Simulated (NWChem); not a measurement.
ethylamine (C$_{2}$H$_{7}$N); SMILES NCC

```xyz
10

C      0.2571    -1.2343    -0.0367
C     -0.5506     0.0489     0.0217
N      0.3151     1.2090    -0.0768
H     -0.3946    -2.1209    -0.0138
H      0.8637    -1.2647    -0.9543
H      0.9463    -1.3085     0.8212
H     -1.1887     0.0307     0.9329
H     -1.2496     0.0726    -0.8321
H     -0.2323     2.0670    -0.0657
H      0.9301     1.2564     0.7345
```
Atoms are numbered in this order, from 1.

Computed with NWChem. Geometry optimised at PBE0/def2-SVP; all other runs use it. 

| quantity | level | value |
|---|---|---|
| isotropic polarisability (bohr³), static | CAM-B3LYP/def2-SVPD | [?] |
| vertical, lowest state with f > 0.02, singlet (eV) | CAM-B3LYP/def2-SVPD, TDA | 7.62 |
| vertical ionisation energy, ΔSCF (eV) | PBE/def2-SVP | 9.08 |
| dipole in solution (D) in water | PBE0/def2-SVP, SMD | [?] |
| dipole (D) | PBE0/def2-SVP | 1.30 |
| highest harmonic frequency (cm⁻¹) | PBE0/def2-SVP | [?] |

Complete the blanks.


- isotropic polarisability (bohr³), static, value: 37.1
- dipole in solution (D) in water, value: 1.67
- highest harmonic frequency (cm⁻¹), value: 3618
